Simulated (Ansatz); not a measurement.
# SiP2 (singlet): the correlation ladder at a displaced geometry (v2), cc-pVDZ

The task here is to estimate one member of a computed series from the others.

Method: cc-pVDZ, core rule «outside noble gas», up to 15 orbitals frozen; program: Ansatz 0.2.0, Gaussian basis.

To be run: UHF; CCSD(T) on RHF; CCSD(T) on UHF; BCCD(T) on RHF; CISD; CCSDT(Q) on RHF; CCSDT(Q) on UHF; CASSCF and MRCISD+Q, 10 electrons in 10 orbitals; CASSCF and NEVPT2, 10 electrons in 10 orbitals.

14 further runs of the same task are left out: 9 that didn't finish, 5 set aside as unsound or not needed.

**What is computed**

The geometry is a PBE0/def2-TZVP stationary point (not a proven minimum) with its atoms shifted at random (size 0.100 Å).

3 atoms, charge 0, spin multiplicity 1.

Atoms are counted from 1 here; the program's logs count them from 0.

Bond lengths: P1–Si2 2.032 Å, Si2–P3 2.047 Å. Angles: P1–Si2–P3 173.1°.

The first run:

in.yaml reads:

```yaml
crystal:
  periodic: [false, false, false]
  atoms:
    - {symbol: P, position_ang: [0.084376, 0.005225, 2.032298]}
    - {symbol: Si, position_ang: [-0.080498, 0.013599, 0.006591]}
    - {symbol: P, position_ang: [-0.003878, -0.018825, -2.038889]}
basis:
  gaussian: {orbitals: cc-pVDZ}
magnetization: {spin_polarized: true, initial_magnetization: 0}
hamiltonian: {xc: hf}
output: {orbitals: {seedname: orbitals}}
```

Started as:

```sh
$ ansatz run in.yaml --threads 1 --pin off --events-out ev --progress --plain --max-ram 2393MiB
```

Among the steps run: UHF; CCSD(T) on RHF; CCSD(T) on UHF; BCCD(T) on RHF; CISD; CCSDT(Q) on RHF; CCSDT(Q) on UHF; CASSCF and MRCISD+Q, 10 electrons in 10 orbitals; CASSCF and NEVPT2, 10 electrons in 10 orbitals.

One of the session's tables, all rows but one given; the rest of the session is left out.

```
          method  from RCCSDT(Q) (meV)
             RHF              +10184.8
             UHF               +8848.5
            RMP2               +1896.5
            UMP2               +1787.7
            CISD               +2322.4
           RCCSD                +971.6
           UCCSD                     ?
        RCCSD(T)                +280.5
        UCCSD(T)                -231.5
         BCCD(T)                +278.8
          RCCSDT                +187.3
          UCCSDT                -431.1
       RCCSDT(Q)                     0
       UCCSDT(Q)                -588.7
  CASSCF valence               +6689.9
  NEVPT2 valence               +1279.8
  MRCISD valence                +795.4
MRCISD+Q valence                 +49.3
```

Q: Estimate the row for UCCSD from the others.

As computed: from RCCSDT(Q) (meV): +359.1. In the column «from RCCSDT(Q) (meV)» it lies between RCCSD(T) (+280.5) and MRCISD valence (+795.4).

The program flags UCCSD(T), BCCD(T), UCCSDT(Q) as in doubt (see the logs), so those rows may rest on another solution; read them beside their warnings.

Limits of these values: The determinant is far from a pure spin state, so its energy mixes those of several spin states (harmless only where they are near-degenerate, as at dissociation). The program flags UCCSD(T), BCCD(T), UCCSDT(Q) as in doubt, so those rows may rest on another solution; read them beside their warnings. Warnings: restricted reference is unstable; spin contamination; coupled cluster took another determinant than the lowest; large T1 diagnostic. Restricted and unrestricted rows rest on different reference determinants; where their highest levels disagree by more than a few hundredths of an eV, they describe different states and don't form one ladder.
